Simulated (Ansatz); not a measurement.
System: CHO2, charge 1, singlet. CHO2+ (SMILES O=C=[OH+]).
B3LYP-D3(BJ)/def2-TZVP minimum from Ansatz (an electronic-structure program):
```
C
O 1 1.1219
O 1 1.2188 2 174.41
H 3 0.9894 1 120.75 2 -180.00
```
Charge +1, spin multiplicity 1.

Total energies in cc-pVTZ, 16 correlated electrons, 3 frozen orbitals. Radicals and triplets start from unrestricted determinants; spin-orbit coupling is neglected. Cores are frozen in correlated methods. No relativity.

| method | program | energy (Eh) | minus CCSDT(Q) (mEh) |
|---|---|---|---|
| HF | Ansatz | -187.92555 | 620.85 |
| MP2 | Ansatz | -188.52215 | 24.25 |
| CCSD | Ansatz | -188.51762 | 28.78 |
| CCSD(T) | Ansatz | -188.54466 | 1.74 |
| CCSDT(Q) | Ansatz | -188.54640 | 0.00 |
